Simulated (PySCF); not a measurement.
## Working out the electron affinity of Si

Si⁻ [Ne] 3s2 3p3 (4S) → Si [Ne] 3s2 3p2 (3P). Computed with PySCF 2.14 in x2c-TZVPPall with one added diffuse shell each of s, p, d type (6s6p4d1f, 51 functions), with the spin-free X2C one-electron Hamiltonian (Gaussian nucleus). Frozen: 1s2. Energies in hartree (1 hartree = 27.21139 eV):

| part | Si⁻ (lower) | Si (upper) |
| --- | --- | --- |
| UHF | -289.485401 | -289.454361 |
| CCSD correlation | -0.244400 | -0.227850 |
| (T) | -0.006168 | -0.004239 |

Question: What does Hartree-Fock give?

Answer: (-289.454361) − (-289.485401) = 0.031040 hartree = 0.845 eV.

Question: What do CCSD and CCSD(T) give?

Answer: The CCSD correlation energies differ by 0.016550 hartree = 0.450 eV and the triples by 0.001929 hartree = 0.052 eV, so CCSD gives 1.295 eV and CCSD(T) 1.347 eV.

A first-order spin-orbit estimate adds -0.016 eV to CCSD(T) (valence and next inner shell), giving 1.331 eV against 1.390 eV (measured; photodetachment measurements, as compiled on the Wikipedia data page of electron affinities).

What remains against the reference includes basis incompleteness, the frozen core and higher excitations.
